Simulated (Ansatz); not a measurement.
Species: triplet silylene, SiH₂ (charge 0, triplet). This is an excited triplet: at this geometry the singlet lies 0.46 eV lower at CCSD(T)/CBS(aug-cc-pV(T+d)Z,aug-cc-pV(Q+d)Z). 
Coordinates optimised at B3LYP-D3(BJ)/def2-TZVP (Ansatz, a program for electronic structure):
SMILES: [SiH2]
```xyz
3

Si     0.0022    -0.0010     0.0949
H      0.0026     1.2826    -0.6513
H     -0.0339    -1.2684    -0.6777
```
Charge 0, spin multiplicity 3.

Wanted: vertical singlet-triplet gap (E(singlet) - E(triplet); the singlet is one closed-shell determinant, which may describe it poorly; each state is the SCF solution reached for its spin; for the singlet the Hartree-Fock reference is unstable and T1 is 0.015), in kcal/mol. Cores are frozen in the correlated levels unless marked. UHF or UKS for open shells. Spin-orbit coupling is left out. Non-relativistic. CBS(X,Y): correlation extrapolated as X^-3; Hartree-Fock from the larger set.

CCSD(T)/CBS(aug-cc-pV(T+d)Z,aug-cc-pV(Q+d)Z) (Ansatz) gives -10.7 kcal/mol.

Another calculation gave -9.9 kcal/mol. Which level was it?
A. B3LYP/def2-TZVPD (Ansatz)
B. PBE/def2-TZVPD (Ansatz)
C. wB97M-V/def2-TZVPD (Ansatz)
D. r2SCAN/def2-TZVPD (Ansatz)

A, B3LYP/def2-TZVPD (Ansatz). The others give 0.3 (r2SCAN), -5.2 (PBE), -13.5 (wB97M-V) kcal/mol.
